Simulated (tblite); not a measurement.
`c1ncncn1`. The geometry is computed with GFN2-xTB (gas phase).

```
atom  x, y, z in Å
C1     1.1546   -0.5396   -0.1970
N2     0.0994   -1.3361   -0.1733
C3    -1.0588   -0.7271   -0.3635
N4    -1.2140    0.5700   -0.5684
C5    -0.0913    1.2685   -0.5718
N6     1.1190    0.7681   -0.3900
H7     2.1258   -0.9943   -0.0452
H8    -1.9518   -1.3396   -0.3492
H9    -0.1695    2.3361   -0.7357
```

Problem. How far are the heavy atoms from their best plane (unweighted least squares)?

Solution. 0.001 Å rms; none is more than 0.001 Å off.

Problem. What is the repulsion energy of the bare nuclei, Σ ZA·ZB/RAB?

Solution. 213.76 Eh over 36 pairs, with full nuclear charges and distances in bohr; the largest single term is 16.81 Eh (C5 with N6, or a pair equal to it).

Problem. Work out the bond lengths C1–N2, C1–H7, C3–N4, C3–H8, N4–C5, C5–N6 in pm.

Solution. For C1–N2 the difference vector is (-1.0552, -0.7965, 0.0237) Å, of length 1.3223 Å. C1–N2 132.2; C1–H7 108.3; C3–N4 132.2; C3–H8 108.3; N4–C5 132.2; C5–N6 132.2 pm.

Problem. How far apart are these pairs, which share no bond: C1···N4, C3···H7, C3···H9, N4···H8?

Solution. C1···N4 2.642 Å (3 bonds apart); C3···H7 3.212 Å (3 bonds apart); C3···H9 3.211 Å (3 bonds apart); N4···H8 2.059 Å (2 bonds apart).

Problem. What are the angles N6–C1–H7, N2–C1–N6, C1–N2–C3, C3–N4–C5?

Solution. From the scalar product of the two bond vectors; for N6–C1–H7 it is -0.6585 Å² over 1.3224 × 1.0831 Å², cos θ = -0.4598. N6–C1–H7 117.4°; N2–C1–N6 125.2°; C1–N2–C3 114.8°; C3–N4–C5 114.8°.

Problem. Give the dihedral angles N4–C5–N6–C1, N2–C3–N4–C5, C1–N2–C3–H8, H9–C5–N6–C1, C1–N2–C3–N4, H7–C1–N2–C3.

Solution. N4–C5–N6–C1 0° (synperiplanar); N2–C3–N4–C5 0° (synperiplanar); C1–N2–C3–H8 180° (antiperiplanar); H9–C5–N6–C1 180° (antiperiplanar); C1–N2–C3–N4 0° (synperiplanar); H7–C1–N2–C3 180° (antiperiplanar). Dihedral signs follow IUPAC: positive where, seen along the central bond, the front bond turns clockwise onto the rear one.

Problem. Write the matrix of distances between heavy atoms (Å, lower triangle).

Solution. 
```
C1    0.000
N2    1.322  0.000
C3    2.228  1.322  0.000
N4    2.642  2.348  1.322  0.000
C5    2.228  2.642  2.228  1.322  0.000
N6    1.322  2.348  2.642  2.348  1.322  0.000
```

Its GFN2-xTB frequencies are all real (lowest 271 cm⁻¹).

The run took under 0.1 s of wall time on Arm Neoverse V1, one thread, shared host with 32 logical CPUs at a one-minute load of 11. That covers the optimisation of the geometry.
